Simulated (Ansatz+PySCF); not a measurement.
Values are calculated unless marked as measured or tabulated.
## PySCF 2.14.0 run

```python
from pyscf import gto, scf, cc

mol = gto.M(atom="""
Si 0.000000 0.000000 0.000000
P 0.893280 1.191030 2.578670
""", basis='sto-3g', charge=1, spin=0)
mf = scf.RHF(mol)
mf.kernel()
mycc = cc.CCSD(mf, frozen=10).run()
et = mycc.ccsd_t()
print(mf.e_tot, mycc.e_corr, et, mycc.e_tot + et)
```

The script is written out from the run's settings.

The run gave:

- Converged: yes
- Reference energy: -622.08526 hartree
- CCSD correlation energy: -0.11595 hartree
- Triples correction: -0.01410 hartree
- Total energy: -622.21530 hartree
- Spin squared of the determinant: 0.000

Caution: large amplitudes, a single reference is doubtful; an unrestricted determinant lies well below.
